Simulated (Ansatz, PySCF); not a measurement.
Species: C₂H₇N (charge 0, singlet). SMILES: C(C)N
Geometry from a B3LYP-D3(BJ)/def2-TZVP (Ansatz, a program for electronic structure) optimisation:
```xyz
10

C      1.2101    -0.3675    -0.0020
C      0.0059     0.5734    -0.0002
N     -1.3057    -0.0740     0.0024
H      2.1508     0.1897    -0.0039
H      1.2028    -1.0109     0.8816
H      1.1996    -1.0116    -0.8851
H      0.0502     1.2284    -0.8744
H      0.0533     1.2290     0.8732
H     -1.4054    -0.6706     0.8165
H     -1.4083    -0.6712    -0.8110
```
Charge 0, spin multiplicity 1.

Harmonic wavenumbers (cm⁻¹) at HF/6-31G* (Ansatz, at its own minimum) and at B3LYP-D3(BJ)/def2-TZVP (PySCF, at the structure above). 6-31G* holds six Cartesian d functions. Modes are numbered in rising order, 24 in all, and paired by that order; shown are modes over 250 cm⁻¹ that lie over 6 % from every other mode at both levels, one of each degenerate set, at most eight drawn at random. The second level is harmonic too, so this factor is not the one that brings values to measured fundamentals.

```json
[
 {"mode": "2", "HF/6-31G* (x)": "318", "B3LYP-D3(BJ)/def2-TZVP (y)": "284"},
 {"mode": "3", "HF/6-31G* (x)": "432", "B3LYP-D3(BJ)/def2-TZVP (y)": "403"},
 {"mode": "4", "HF/6-31G* (x)": "838", "B3LYP-D3(BJ)/def2-TZVP (y)": "782"},
 {"mode": "9", "HF/6-31G* (x)": "1251", "B3LYP-D3(BJ)/def2-TZVP (y)": "1146"},
 {"mode": "10", "HF/6-31G* (x)": "1389", "B3LYP-D3(BJ)/def2-TZVP (y)": "1273"},
 {"mode": "17", "HF/6-31G* (x)": "1838", "B3LYP-D3(BJ)/def2-TZVP (y)": "1663"}
]
```

### Question
Fit one scale factor, y = λ·x, by least squares, and use it for mode 1, which lies at 267 cm⁻¹ at HF/6-31G*.

### Answer
λ = Σxy/Σx² = 7178161/7862558 = 0.9130; the rows scatter about it by 11 cm⁻¹ (root mean square). Prediction for mode 1: 244 cm⁻¹. It lies outside the range of the table, so the fit extrapolates. The wavenumber at B3LYP-D3(BJ)/def2-TZVP is 252 cm⁻¹, so the fit misses by -8 cm⁻¹, against +15 cm⁻¹ without it. The fit is meant for this molecule alone.
